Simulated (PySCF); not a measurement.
# C5H12O (ethyl propyl ether): the cost of one run

Computed with PySCF 2.14.0, with density-fitted response routines of our own, on a single molecule in the gas phase. Atoms are numbered from 0 throughout.

### 1 Starting geometry

18 atoms, charge 0, multiplicity 1; geometry from: MMFF94s. The atoms were then displaced at random by about 0.03 Å, so the start is not that level's minimum.

Bonds of the start (Å): C0–C1 1.49, C1–C2 1.49, C2–O3 1.57, O3–C4 1.35, C4–C5 1.54, C0–H6 1.09, C0–H7 1.15, C0–H8 1.05, C1–H9 1.13, C1–H10 1.08, C2–H11 1.06, C2–H12 1.06, C4–H13 1.10, C4–H14 1.07, C5–H15 1.10, C5–H16 1.10, C5–H17 1.12.

### 2 Optimising the geometry at PBE0-D3(BJ)/def2-SVP

The job: settings as JSON, then the geometry in Å.

```
{"job": {"xc": "PBE0", "basis": "def2-SVP", "d3": "d3bj", "grid": 1, "shake": 0.03, "kind": "geom"}, "charge": 0, "multiplicity": 1}
C     -2.916900    -0.467030    -0.231360
C     -1.751920     0.385280     0.118400
C     -0.520430    -0.386070    -0.199530
O      0.754710     0.435820     0.189360
C      1.884790    -0.251810    -0.081160
C      3.009410     0.703170     0.365040
H     -2.958620    -0.637300    -1.310960
H     -3.831090     0.207880    -0.034460
H     -3.035340    -1.310740     0.378420
H     -1.771850     0.655850     1.218850
H     -1.748440     1.340830    -0.395060
H     -0.382580    -0.610960    -1.222500
H     -0.527570    -1.282900     0.370350
H      1.888000    -1.154910     0.546460
H      1.967450    -0.495530    -1.115920
H      2.976490     1.673280    -0.161390
H      3.999350     0.253180     0.191450
H      2.908220     0.958890     1.451760
```

Launch:

```sh
$ OMP_NUM_THREADS=1 python probes_run.py task.json out
```

This one command runs all jobs of the session in turn.

**Question.** How long does this first job take on 1 thread of Arm Neoverse V2, shared host, and how much memory does it need?

About 63 s, with a peak of 0.54 GiB.
